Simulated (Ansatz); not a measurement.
Results of the Gaussian-basis code of Ansatz.

Basis-set series for `ClCC(Cl)Cl`. Total charge 0; spin multiplicity 1. Geometry: relaxed with PBE0-D4/def2-TZVP. It is one conformer, not always the lowest.

| functional | basis | functions | energy (Eh) | HOMO (eV) | LUMO (eV) |
| --- | --- | --- | --- | --- | --- |
| PBE0-D4 | def2-SVP | 97 | -1457.58234 | -8.57 | 0.37 |
| PBE0-D4 | def2-TZVPP | 230 | -1458.14939 | -8.75 | -0.18 |
| ωB97M-V | def2-SVP | 97 | -1458.02001 | -10.79 | 2.72 |
| ωB97M-V | def2-TZVPP | 230 | -1458.58560 | -11.02 | 2.03 |

Give the rows for def2-QZVPP. (Best estimate.)

The calculation gave: 
| functional | basis | functions | energy (Eh) | HOMO (eV) | LUMO (eV) |
| --- | --- | --- | --- | --- | --- |
| PBE0-D4 | def2-QZVPP | 414 | -1458.19431 | -8.79 | -0.40 |
| ωB97M-V | def2-QZVPP | 414 | -1458.62871 | -11.08 | 1.60 |

Positive LUMOs are unbound and depend on the basis.
